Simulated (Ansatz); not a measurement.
System: CH5Si, charge 0, doublet. CH5Si (SMILES C[SiH2], doublet).
B3LYP-D3(BJ)/def2-TZVP minimum from Ansatz (a quantum-chemistry and plane-wave program):
```
C
H 1 1.0909
H 1 1.0909 2 108.23
H 1 1.0938 2 108.08 3 116.82
Si 1 1.8820 2 110.96 3 -121.97
H 5 1.4873 1 111.50 2 -58.56
H 5 1.4873 6 109.34 1 123.76
```
Charge 0, spin multiplicity 2.

Quantity: atomisation energy (electronic, to ground-state atoms), in kcal/mol. Open shells are spin-unrestricted; no spin-orbit coupling. CBS(X,Y): correlation extrapolated as X^-3, Hartree-Fock from the larger set (Q,5: extrapolated as (X+1)exp(-9√X)). A bracket is a step between two methods taken in the basis named. The functionals are non-relativistic, so their misses hold any scalar relativity. Double hybrids freeze cores in their MP2 part. 'core' is core correlation in cc-pwCVTZ (1s frozen past Ne), 'X2C' scalar relativity in cc-pVTZ-DK, both at CCSD(T). For partners of very few electrons the exact lower level stands in for a higher one.

CCSD(T)/CBS(cc-pV(Q+d)Z,cc-pV(5+d)Z) + [CCSDT(Q) - CCSD(T)]/cc-pV(D+d)Z + core + X2C (Ansatz) gives 531.1 kcal/mol.

Task: What does PBE/def2-TZVPD (Ansatz) give here, and how do the other levels compare?

Result: PBE gives 530.2 kcal/mol, 0.9 kcal/mol below it. Differences of the others: r2SCAN/def2-TZVPD (Ansatz) 2.4; PBE0/def2-TZVPD (Ansatz) -2.7; B2PLYP/def2-TZVPD (Ansatz) -7.3; CCSD(T)/CBS(cc-pV(Q+d)Z,cc-pV(5+d)Z) + core + X2C (Ansatz) -0.2 kcal/mol. Nearer than PBE: CCSD(T)/CBS(cc-pV(Q+d)Z,cc-pV(5+d)Z) + core + X2C.
